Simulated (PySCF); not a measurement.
# Solvent effects on NMR parameters

Mapped SMILES: `[CH3:1][CH2:2][CH:3]1[CH2:4][S:5][CH2:6]1` (H(Xn): hydrogen on atom n). Ha(C4), Ha(C6) are cis to C2 on the ring; Hb(C4), Hb(C6) are trans to C2 on the ring.

GIAO PBE0/pcSseg-1 in PySCF 2.14 on one PBE0-D3(BJ)/def2-SVP conformer, non-relativistic, equivalent nuclei averaged. Solvents enter as an IEF-PCM continuum (chloroform with ε = 4.7, tetrahydrofuran with ε = 7.4) around the gas-phase geometry. Shifts are referred to TMS, CS2 computed in the same medium.

In chloroform, δ in ppm: C3 44.7, C4/C6 38.6, C2 33.3, C1 12.0, S5 -47.5, Ha(C4)/Ha(C6) 3.10, H(C3) 3.06, Hb(C4)/Hb(C6) 2.87, H(C2) 1.23, H(C1) 0.76. Dipole moment 2.75 D.

Problem. How does each δ change in the more polar medium?

Solution. 
```tsv
atoms	environment	Δδ, tetrahydrofuran
C3	sp3 CH in a ring	+0.2
C4/C6	sp3 CH2 bonded to S	+0.2
C2	sp3 CH2	0.0
C1	methyl carbon	0.0
S5	sulfide sulfur	-2.6
Ha(C4)/Ha(C6)	hydrogen on an sp3 CH2 bonded to S	+0.02
H(C3)	hydrogen on an sp3 CH in a ring	+0.01
Hb(C4)/Hb(C6)	hydrogen on an sp3 CH2 bonded to S	+0.02
H(C2)	hydrogen on an sp3 CH2	+0.01
H(C1)	hydrogen on a methyl carbon	0.00
```

Changes are relative to chloroform. The dipole moment becomes 2.83 D in tetrahydrofuran.

Problem. Which nuclei move most (in ppm), and what does the model miss?

Solution. S5 (sulfide sulfur, -2.6 ppm) in tetrahydrofuran. A continuum only polarises the solute; specific hydrogen bonds, the anisotropy of aromatic solvents and changes of geometry or conformer are outside it.
